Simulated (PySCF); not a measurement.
One ligand Y is varied and pulled off as a radical: Cd(OCH3)1–Y. Gas-phase values, no solvent. One relaxed conformer stands for each flexible species; it need not be the lowest. Multiplicities are imposed; where one is given, others were not computed. Strings in code marks are SMILES.

The dipole moment from two functionals at the same geometries (r2SCAN-D4/def2-SVP), both in PySCF: PBE-D3(BJ)/def2-TZVP and TPSSh-D3(BJ)/def2-TZVP. 

```csv
species,PBE-D3(BJ)/def2-TZVP (D),TPSSh-D3(BJ)/def2-TZVP (D)
free radical OH (`[OH]`),1.73,1.75
free radical NH2,1.92,1.94
free radical CH3 (`[CH3]`),0.00,0.00
free radical OCH3,2.09,2.01
free radical N(CH3)2 (`[N](C)C`),1.71,1.70
free radical SH (`[SH]`),0.87,0.88
```

Over these rows, drawn at random from the members with no instability flagged (it was tested for open shells, ions and some series alone), PBE minus TPSSh-D3(BJ): mean +0.01 D, from -0.02 D to +0.08 D.
